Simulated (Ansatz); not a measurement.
# H2NS: the cost of one run

Method: def2-QZVPP, core rule «outside noble gas», up to 6 orbitals frozen; program: Ansatz 0.2.0, Gaussian basis.

Plan: UHF; ROHF; CCSD(T) on UHF.

2 further runs of the same task are left out: 2 set aside as unsound or not needed.

## Step 1: What is computed

The geometry is a PBE0/def2-TZVP stationary point (not a proven minimum) of the parent state, kept for this charge and spin.

4 atoms, charge 0, spin multiplicity 4.

Atoms are counted from 1 here; the program's logs count them from 0.

Bond lengths: N1–S2 1.625 Å, N1–H3 1.024 Å, S2–H4 1.348 Å. Angles: S2–N1–H3 104.9°, N1–S2–H4 97.5°.

As a file:

```
atom    x (Å)     y (Å)     z (Å)
  N1  0.00000  -0.18782   1.09970
  S2  0.00000   0.09616  -0.50001
  H3  0.00000   0.74040   1.53123
  H4  0.00000  -1.18949  -0.90666
```

## Step 2: UHF

File in.yaml:

```yaml
crystal:
  periodic: [false, false, false]
  atoms:
    - {symbol: N, position_ang: [0.000000, -0.187817, 1.099702]}
    - {symbol: S, position_ang: [0.000000, 0.096160, -0.500007]}
    - {symbol: H, position_ang: [0.000000, 0.740397, 1.531227]}
    - {symbol: H, position_ang: [0.000000, -1.189495, -0.906663]}
basis:
  gaussian: {orbitals: "def2-QZVPP.json"}
magnetization: {spin_polarized: true, initial_magnetization: 3}
hamiltonian: {xc: hf}
output: {orbitals: {seedname: orbitals}}
```

Command:

```bash
$ ansatz run in.yaml --threads 1 --pin off --events-out ev --progress --plain --max-ram 2393MiB
```

What time and memory should one allow on 1 thread of Arm Neoverse V2, shared host?

About 15 s, with a peak of 0.36 GiB.
